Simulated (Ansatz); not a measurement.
A short molecular-dynamics run on `N/C=C\OC=O`.

```yaml
crystal:
  periodic: [false, false, false]
  atoms:
    - {symbol: N, position_ang: [-2.008322, -0.272399, 0.143011]}
    - {symbol: C, position_ang: [-1.025056, -0.263345, -0.821933]}
    - {symbol: C, position_ang: [0.261617, 0.011659, -0.624547]}
    - {symbol: O, position_ang: [0.690145, 0.244507, 0.674119]}
    - {symbol: C, position_ang: [1.984769, 0.519344, 0.867415]}
    - {symbol: O, position_ang: [2.824539, 0.587129, 0.020776]}
    - {symbol: H, position_ang: [-2.790559, -0.878363, -0.035991]}
    - {symbol: H, position_ang: [-1.679316, -0.322311, 1.093943]}
    - {symbol: H, position_ang: [-1.354401, -0.439676, -1.838317]}
    - {symbol: H, position_ang: [1.006931, 0.080895, -1.399472]}
    - {symbol: H, position_ang: [2.154951, 0.675559, 1.941496]}
basis:
  gaussian: {orbitals: "6-31G*"}
hamiltonian: {xc: {name: PBE}, dispersion: d4}
md: {timestep: 2 fs, n_steps: 50, ensemble: nvt_langevin, temperature: 1000, initial_velocities: maxwell_boltzmann, friction: 0.01, seed: 890}
```

```sh
$ ansatz run in.yaml --threads 4 --pin off --events-out ev --progress --plain --max-ram 10444MiB
```

```csv
step,time (fs),potential energy (eV),kinetic (eV),T (K),conserved (eV)
0,0.0,-8765.7950,1.2926,909,–
1,2.0,-8765.4218,1.0474,737,–
2,4.0,-8765.3338,0.9729,684,–
3,6.0,-8765.1898,0.8629,607,–
4,8.0,-8765.2030,0.8948,629,–
5,10.0,-8765.1637,0.9622,677,–
6,12.0,-8765.1080,0.6991,492,–
7,14.0,-8765.3114,0.7613,535,–
8,16.0,-8765.2449,0.9695,682,–
9,18.0,-8765.4061,0.9843,692,–
10,20.0,-8765.4096,1.0230,719,–
11,22.0,-8765.2150,0.8300,584,–
12,24.0,-8765.0284,0.7816,550,–
13,26.0,-8765.1588,0.8624,607,–
14,28.0,-8765.0771,0.7999,563,–
15,30.0,-8765.3149,1.0678,751,–
16,32.0,-8765.1700,0.9387,660,–
17,34.0,-8765.3215,1.0350,728,–
18,36.0,-8765.3349,1.1691,822,–
19,38.0,-8765.2911,1.2332,867,–
20,40.0,-8765.3370,1.4561,1024,–
21,42.0,-8765.0537,1.3299,935,–
22,44.0,-8765.1802,1.3182,927,–
23,46.0,-8765.0062,1.2016,845,–
24,48.0,-8764.9906,1.0798,759,–
25,50.0,-8764.9433,1.1369,800,–
26,52.0,-8764.8664,0.9750,686,–
27,54.0,-8764.8101,0.8269,582,–
28,56.0,-8765.0135,0.8623,606,–
29,58.0,-8764.7289,0.7209,507,–
30,60.0,-8765.1815,0.9562,672,–
31,62.0,-8764.8435,0.7621,536,–
32,64.0,-8765.1293,0.8894,625,–
33,66.0,-8765.0952,0.8708,612,–
34,68.0,-8764.9794,0.7562,532,–
35,70.0,-8765.1438,1.0696,752,–
36,72.0,-8765.0996,1.0528,740,–
37,74.0,-8765.0268,1.0230,719,–
38,76.0,-8764.9717,0.9891,696,–
39,78.0,-8764.7655,0.7834,551,–
40,80.0,-8764.8735,0.9709,683,–
41,82.0,-8764.9361,1.0552,742,–
42,84.0,-8764.8566,1.0783,758,–
43,86.0,-8765.2648,1.3881,976,–
44,88.0,-8764.6222,1.0737,755,–
45,90.0,-8764.9904,1.2662,891,–
46,92.0,-8764.7001,1.0394,731,–
47,94.0,-8764.9886,1.2699,893,–
48,96.0,-8764.6245,0.9404,661,–
49,98.0,-8764.6498,0.9473,666,–
50,100.0,-8764.6095,0.6962,490,–
```

Velocities are drawn at the set temperature; a run this short doesn't reach equilibrium.

Frames (Å, forces in eV/Å):

```xyz
11
time=0.0 fs
N    -2.008   -0.272    0.143   -0.233    0.384   -0.103
C    -1.025   -0.263   -0.822   -0.542   -0.190   -0.154
C     0.262    0.012   -0.625    0.651    0.108   -0.119
O     0.690    0.245    0.674   -0.878   -0.129    0.464
C     1.985    0.519    0.867   -0.410    0.043    1.118
O     2.825    0.587    0.021    1.516    0.134   -1.443
H    -2.791   -0.878   -0.036   -0.426   -0.347   -0.059
H    -1.679   -0.322    1.094    0.192   -0.036    0.502
H    -1.354   -0.440   -1.838   -0.165   -0.060   -0.344
H     1.007    0.081   -1.399    0.300    0.046   -0.266
H     2.155    0.676    1.941   -0.005    0.047    0.404
11
time=6.0 fs
N    -1.939   -0.381    0.128    1.650    1.220    4.723
C    -1.023   -0.283   -0.840   -0.991   -0.980   -1.111
C     0.235    0.078   -0.643    1.071    0.160    0.366
O     0.650    0.277    0.656    0.421    0.761    2.044
C     1.979    0.589    0.931    0.472   -1.590   -2.600
O     2.821    0.590    0.014   -0.856    0.598    1.857
H    -2.786   -0.783   -0.074   -2.580   -1.316   -0.389
H    -1.614   -0.410    1.166   -0.784    0.114   -2.367
H    -1.473   -0.683   -1.759    0.840    0.576   -0.516
H     1.014    0.094   -1.337    1.166    0.055   -1.460
H     2.193    0.552    2.033   -0.410    0.401   -0.546
11
time=12.0 fs
N    -1.880   -0.500    0.163   -4.831   -1.065   -1.154
C    -1.045   -0.326   -0.887    2.938    0.348    0.204
C     0.262    0.130   -0.668   -0.337   -1.101   -2.727
O     0.617    0.308    0.659    1.279    0.749    0.692
C     1.982    0.596    0.934   -1.061   -1.417   -1.628
O     2.801    0.596    0.022   -0.002    0.539    1.348
H    -2.937   -0.734   -0.045    2.829    0.581    0.657
H    -1.628   -0.519    1.126    0.607    0.189    0.673
H    -1.332   -0.752   -1.871    0.008    0.627    0.420
H     1.071    0.112   -1.531   -1.494    0.173    2.100
H     2.111    0.565    2.050    0.064    0.377   -0.585
11
time=18.0 fs
N    -1.870   -0.609    0.176   -1.839   -0.464   -2.195
C    -0.994   -0.357   -0.898    0.781    0.455    1.321
C     0.274    0.151   -0.712   -3.775   -0.964    3.284
O     0.607    0.362    0.676    0.499    0.020   -0.918
C     1.948    0.579    0.909   -2.173    0.275    0.333
O     2.785    0.634    0.061    1.676   -0.056   -1.139
H    -2.926   -0.651    0.085    1.835    0.114   -0.311
H    -1.577   -0.528    1.119    0.780    0.381    0.946
H    -1.253   -0.658   -1.915   -0.486    0.082    0.107
H     1.030    0.180   -1.386    2.452    0.212   -2.168
H     2.054    0.795    1.970    0.251   -0.056    0.739
11
time=24.0 fs
N    -1.877   -0.723    0.155    7.028   -0.236    1.431
C    -0.936   -0.388   -0.859   -4.000   -1.308   -1.156
C     0.240    0.155   -0.719    4.365    0.917    0.806
O     0.606    0.423    0.663   -2.193   -0.769   -0.876
C     1.872    0.565    0.897    3.530    2.938    1.109
O     2.790    0.670    0.079   -0.563   -0.914    0.057
H    -2.792   -0.561    0.031   -4.372    1.004   -0.731
H    -1.450   -0.425    1.082   -1.225   -0.431   -1.162
H    -1.260   -0.618   -1.898    0.061    0.055    0.492
H     1.179    0.241   -1.390   -1.924   -0.122    0.778
H     2.086    0.981    1.959   -0.708   -1.135   -0.746
11
time=30.0 fs
N    -1.821   -0.834    0.144   -2.501    1.182    0.415
C    -0.943   -0.432   -0.829   -0.223   -0.272   -1.449
C     0.230    0.150   -0.696    3.174    0.677   -0.032
O     0.566    0.488    0.636   -0.711   -0.709   -0.362
C     1.863    0.602    0.882    1.386    1.630   -0.269
O     2.795    0.690    0.101   -0.071   -0.767   -0.725
H    -2.791   -0.444   -0.130    1.372   -0.980    0.681
H    -1.572   -0.382    1.035   -0.034   -0.229    0.070
H    -1.237   -0.628   -1.838   -0.399   -0.458   -0.883
H     1.159    0.222   -1.385   -1.930   -0.002    0.754
H     2.015    0.892    1.895   -0.065   -0.071    1.799
11
time=36.0 fs
N    -1.785   -0.932    0.144   -2.846    0.737   -1.334
C    -0.933   -0.474   -0.846    1.070   -0.295   -1.902
C     0.247    0.161   -0.663   -3.144   -1.074    0.460
O     0.520    0.551    0.604    1.897    0.258    1.617
C     1.882    0.687    0.908   -1.421    0.030    1.554
O     2.786    0.705    0.122    0.709   -0.056   -0.779
H    -2.722   -0.579   -0.247    0.757   -1.099    1.085
H    -1.668   -0.412    0.996    0.430    0.364    0.970
H    -1.249   -0.771   -1.897    0.505    0.287    1.097
H     0.919    0.272   -1.421    2.190    0.701   -2.017
H     1.976    0.751    2.037   -0.147    0.148   -0.752
11
time=42.0 fs
N    -1.772   -1.010    0.153    3.104    1.356    1.017
C    -0.912   -0.517   -0.910   -1.004   -0.869    2.246
C     0.211    0.180   -0.656    1.766    1.011   -3.771
O     0.505    0.637    0.612    0.538    0.091    0.494
C     1.867    0.785    0.971   -1.279   -1.762   -1.420
O     2.766    0.718    0.164    0.245    0.595    0.481
H    -2.712   -0.952   -0.117   -2.109    0.119   -0.391
H    -1.598   -0.444    1.053   -0.440   -0.985   -1.583
H    -1.164   -0.975   -1.863    0.227    0.324   -0.404
H     0.912    0.484   -1.620   -1.450   -0.669    2.802
H     1.863    0.598    2.050    0.401    0.788    0.530
11
time=48.0 fs
N    -1.743   -1.060    0.137    0.848    0.575    0.769
C    -0.911   -0.616   -0.921    1.111    1.362    2.122
C     0.196    0.222   -0.714   -3.887   -1.991    3.736
O     0.495    0.716    0.642   -1.149   -0.513   -1.308
C     1.806    0.849    0.986    0.005   -2.134    0.229
O     2.739    0.750    0.205   -0.148    0.692    0.636
H    -2.749   -1.258    0.122    0.375    0.066   -1.045
H    -1.557   -0.541    1.019    0.123   -0.324   -0.660
H    -0.982   -1.093   -1.890   -0.407    0.022   -0.371
H     0.796    0.556   -1.435    2.760    1.192   -3.034
H     1.811    0.662    2.130    0.369    1.053   -1.075
11
time=54.0 fs
N    -1.721   -1.097    0.139   -1.486   -2.233   -3.229
C    -0.878   -0.679   -0.889    0.946    0.567   -0.880
C     0.136    0.254   -0.742    1.519    0.758    0.455
O     0.461    0.782    0.656   -1.831   -1.145   -1.796
C     1.752    0.833    0.984    0.962    0.147    0.534
O     2.722    0.785    0.253    0.005   -0.111   -0.331
H    -2.693   -1.545    0.165    2.076    0.965   -0.838
H    -1.447   -0.673    0.937    0.701    1.705    3.822
H    -0.834   -1.156   -1.921   -0.777    0.455    1.178
H     0.949    0.649   -1.495   -1.816   -1.248    1.326
H     1.856    0.937    2.097   -0.300    0.139   -0.241
11
time=60.0 fs
N    -1.701   -1.140    0.135    1.712    0.816    0.381
C    -0.820   -0.728   -0.872   -0.279    1.328    2.093
C     0.095    0.286   -0.711    1.426    0.110    0.396
O     0.400    0.822    0.650   -0.202   -1.503   -1.325
C     1.741    0.812    1.002   -0.483    2.261    0.754
O     2.721    0.816    0.294    0.004   -0.892   -0.618
H    -2.552   -1.688    0.056    0.269    0.091   -0.287
H    -1.440   -0.707    1.039   -0.752   -0.494   -0.456
H    -0.862   -1.214   -1.810   -0.326   -0.456   -1.313
H     0.893    0.593   -1.450   -0.992   -0.569    0.698
H     1.813    1.182    2.071   -0.377   -0.694   -0.323
11
time=66.0 fs
N    -1.656   -1.198    0.130    0.993    1.618    2.874
C    -0.799   -0.755   -0.834    0.399    1.026    0.124
C     0.079    0.300   -0.652   -1.394   -1.785    0.632
O     0.353    0.834    0.628    0.769   -1.053   -0.176
C     1.715    0.841    1.021   -0.584    2.554    0.298
O     2.715    0.814    0.317   -1.146   -0.797    0.579
H    -2.390   -1.787   -0.118   -1.608   -1.196   -0.366
H    -1.730   -0.704    1.095    0.272   -1.016   -2.329
H    -0.892   -1.322   -1.807    0.238    0.930    0.804
H     0.786    0.459   -1.390    1.700    0.697   -1.509
H     1.651    1.303    2.084    0.361   -0.979   -0.931
11
time=72.0 fs
N    -1.618   -1.271    0.130   -3.021   -3.450   -0.520
C    -0.783   -0.779   -0.784    0.765    1.542   -0.541
C     0.047    0.257   -0.602    3.238    0.148   -3.970
O     0.326    0.810    0.606    0.965    0.276    1.364
C     1.666    0.931    1.011    0.655   -0.497   -1.627
O     2.697    0.795    0.343   -2.005    0.170    0.825
H    -2.372   -1.874   -0.335    1.040    1.107    1.442
H    -1.901   -0.785    0.961   -0.007    0.491    0.372
H    -0.833   -1.188   -1.786   -0.067   -0.229   -0.223
H     0.844    0.421   -1.492   -1.675    0.019    2.122
H     1.617    1.137    2.073    0.112    0.422    0.757
11
time=78.0 fs
N    -1.624   -1.377    0.129   -1.000   -2.138   -1.476
C    -0.741   -0.781   -0.742   -2.686   -1.888   -1.785
C     0.060    0.214   -0.606    0.767    1.703    2.933
O     0.297    0.800    0.617    0.823    0.887    1.330
C     1.617    1.027    0.972    0.495   -2.191    2.489
O     2.652    0.779    0.369   -1.144    0.787   -0.536
H    -2.428   -1.903   -0.318    1.286    0.787    0.498
H    -1.972   -0.807    0.853   -0.355    1.038    1.353
H    -0.784   -0.970   -1.820   -0.401   -1.042    0.029
H     0.731    0.477   -1.298    2.555    1.107   -3.159
H     1.639    1.039    2.152   -0.339    0.951   -1.674
11
time=84.0 fs
N    -1.661   -1.481    0.130    3.636    4.712    3.348
C    -0.743   -0.825   -0.734    0.331    1.481   -1.070
C     0.135    0.239   -0.567   -0.661   -1.574   -2.293
O     0.291    0.810    0.664    0.510    0.535   -0.040
C     1.597    1.066    0.968   -0.349   -1.097    0.648
O     2.603    0.772    0.381    0.489    0.082   -1.307
H    -2.384   -1.934   -0.263   -3.245   -2.124   -2.372
H    -2.058   -0.754    0.828    0.811   -1.597   -1.013
H    -0.804   -1.014   -1.814   -0.183   -0.752    0.124
H     0.815    0.639   -1.455   -1.453   -0.939    1.927
H     1.578    1.342    1.981    0.115    1.273    2.049
11
time=90.0 fs
N    -1.671   -1.543    0.135   -0.350    1.314   -0.322
C    -0.763   -0.855   -0.754    0.650    1.184    0.156
C     0.176    0.202   -0.544   -2.882   -2.747   -0.584
O     0.291    0.847    0.708   -0.047   -0.573   -0.588
C     1.588    1.085    1.015    1.417    2.273    0.989
O     2.573    0.731    0.362   -1.348    0.404    1.208
H    -2.448   -2.053   -0.393    1.298    0.998    0.748
H    -2.103   -0.840    0.788    0.365   -0.983   -0.375
H    -0.895   -1.291   -1.767    0.717    0.567    0.214
H     0.748    0.639   -1.378   -0.062   -0.313    0.366
H     1.570    1.918    1.941    0.243   -2.126   -1.813
11
time=96.0 fs
N    -1.654   -1.576    0.121    0.908   -3.126   -5.166
C    -0.773   -0.874   -0.759   -0.386   -0.469    1.060
C     0.155    0.084   -0.534   -0.490    0.882    2.236
O     0.299    0.879    0.735   -0.563   -1.321   -0.524
C     1.619    1.145    1.060   -0.107   -2.271   -5.220
O     2.530    0.689    0.356   -0.253    0.266    1.710
H    -2.367   -2.119   -0.524    1.565    1.287    1.892
H    -2.129   -1.080    0.770   -1.867    2.415    2.970
H    -0.808   -1.374   -1.729    0.414    0.481   -0.341
H     0.741    0.577   -1.270    0.639   -0.074   -0.973
H     1.671    2.053    1.555    0.140    1.928    2.356
11
time=100.0 fs
N    -1.634   -1.599    0.086   -0.848    1.269    2.791
C    -0.789   -0.891   -0.744    0.301   -0.135    0.464
C     0.145    0.020   -0.510    1.522    3.072    1.683
O     0.299    0.885    0.740   -0.305   -1.134   -0.562
C     1.639    1.163    1.028   -2.447    2.893   -0.896
O     2.503    0.676    0.373    2.528   -1.079   -0.276
H    -2.254   -2.095   -0.478   -1.617   -1.427   -1.061
H    -2.233   -1.152    0.897    1.971   -0.479   -1.975
H    -0.654   -1.301   -1.748   -0.433   -0.172   -0.161
H     0.770    0.459   -1.301   -0.114   -0.439    0.196
H     1.755    2.237    1.574   -0.559   -2.368   -0.203
```

It took 49 s on 4 threads of an Arm Neoverse V1 on a shared host, with 0.2 GiB of host memory at the peak.
